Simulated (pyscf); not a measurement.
F–W(F)(F)(F)=S + H₂S → F–W(F)(F)(F)(SH)–SH, an addition across a multiple bond or ene-type step (singlet surface; H–S broken, H–S, S–W formed). Optimised with ωB97X-D3(BJ)/def2-SVP in PySCF. Energies in eV from the separated reactants.

Small-basis levels: PySCF, no dispersion term, spherical d functions. AM1 to PM7: differences of heats of formation from MOPAC, which are fitted to 298 K values and so differ in kind from electronic energies by zero-point and thermal terms. GFN2-xTB: tblite. Cost: rough CPU time at the saddle relative to B3LYP/6-31G*+LANL2DZ, from one job on a shared machine.

```csv
level,barrier,reaction energy,cost
MP2/6-31G*+LANL2DZ,2.14,+1.25,0.2
SVWN5/6-31G*+LANL2DZ,0.70,-0.07,1.0
BP86/6-31G*+LANL2DZ,?,+0.57,1
B3LYP/LANL2DZ,1.70,+0.74,0.6
B3LYP/6-31G*+LANL2DZ,1.79,+0.78,1
M06-2X/6-31G*+LANL2DZ,1.79,+0.67,2
B3LYP/6-311+G**+LANL2DZ,1.61,+0.59,2
PBE/def2-SVP,1.08,+0.31,2
B3LYP/def2-SVP,1.57,+0.62,1.0
GFN2-xTB,?,-1.57,under 0.02
PM6,1.58,+0.65,under 0.02
PM7,1.61,+0.99,under 0.02
ωB97M-D3(BJ)/def2-TZVP,?,+0.50,–
```

Question: What belongs in the gaps?

Answer: 
- BP86/6-31G*+LANL2DZ, barrier: 1.39
- GFN2-xTB, barrier: -0.75
- ωB97M-D3(BJ)/def2-TZVP, barrier: 1.55

Against the last row the barrier runs from -2.30 (GFN2-xTB) to +0.59 eV (MP2/6-31G*+LANL2DZ). At GFN2-xTB this geometry lies under one side, so the entry may be no barrier of that level: it is a single point on another level's saddle. ωB97M-D3(BJ)/def2-TZVP has limits of its own. On the reactant side the descent ends in an adduct with a S–W contact, 0.04 eV under the separated species and 1.26 eV under the saddle at ωB97X-D3(BJ)/def2-TZVP. What is counted as formed (S–W) is already present as a longer contact in the reactant adduct; forming that adduct is a step of its own. At ωB97X-D3(BJ)/def2-TZVP the barrier from the zero used here is 1.21 eV. One saddle was located; it need not be the lowest between these sides. In the def2 sets elements past Kr carry core potentials, without spin-orbit coupling.
